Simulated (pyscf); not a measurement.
This saddle point was located with ωB97X-D3(BJ)/def2-SVP in PySCF.

```xyz
12

C      1.1489     0.4145     0.9297
Al    -0.7703     0.1054     0.3312
C     -1.1864    -1.5084    -0.6537
F     -1.5358     1.5573    -0.0167
H      1.7542    -0.5044     0.8778
H      1.5127     1.0163     1.7814
H      1.4068     1.0384     0.0510
H     -0.6444    -2.3869    -0.2671
H     -0.9272    -1.3991    -1.7207
H     -2.2655    -1.7298    -0.6021
Cl    -1.2261    -0.2153     2.6911
H      0.0269     0.1552     2.1064
```
Charge 0, spin multiplicity 1.

Surface: singlet, charge 0. Lowest wavenumbers (cm⁻¹): 744i, 78, 87, 106, 160.

Q: Name the species on either side of this saddle.

A: H₃C–Al(CH₃)–F (SMILES [CH3][Al]([CH3])[F]) + HCl (SMILES Cl) <-> CH₄ (SMILES C) + H₃C–Al(F)–Cl (SMILES [CH3][Al]([F])[Cl]), a four-centre exchange read from left to right: Al–C, Cl–H broken and C–H, Al–Cl formed. At ωB97M-D3(BJ)/def2-TZVP it lies +0.09 eV from the left side and +1.86 eV from the right (each side as separated species at their lowest minima found). On the reactant side the descent ends in an adduct with a Al–Cl contact (not fully relaxed), 0.41 eV under the separated species and 0.40 eV under the saddle at ωB97X-D3(BJ)/def2-TZVP. On the product side the descent ends in a complex, 0.20 eV under the separated species and 2.01 eV under the saddle at ωB97X-D3(BJ)/def2-TZVP. What is counted as formed (Al–Cl) is already present as a longer contact in the reactant adduct; forming that adduct is a step of its own. At ωB97X-D3(BJ) the barrier from the zero used here is -0.01 eV. This is the saddle that the search found; another between the same sides may lie lower.
